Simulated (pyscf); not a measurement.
H₂N–SiH₂–NH–SiH(NH₂)–F (SMILES N[SiH2]N[SiH](N)F) + H₂ (SMILES [H][H]) → H₂N–SiH₂–NH–SiH₂–NH₂ (SMILES N[SiH2]N[SiH2]N) + HF (SMILES F), a four-centre exchange (singlet surface; F–Si, H–H broken, H–Si, F–H formed). Single points on ωB97X-D3(BJ)/def2-SVP structures (PySCF, gas phase). Energies in eV from the separated reactants.

Small-basis levels: PySCF, no dispersion term, spherical d functions. 

### Question
Quick HF/3-21G single points give ΔE‡ = 3.40 eV and ΔE = +2.22 eV. What does ωB97M-D3(BJ)/def2-TZVP give, and how far is the quick result from it?

### Answer
ωB97M-D3(BJ)/def2-TZVP gives ΔE‡ = 2.43 eV and ΔE = +1.62 eV. HF/3-21G lies 0.97 eV over it in the barrier and 0.59 eV over it in the reaction energy, so on this step it does not hold to within 0.13 eV. ωB97M-D3(BJ)/def2-TZVP has limits of its own. This is the saddle that the search found; another between the same sides may lie lower.
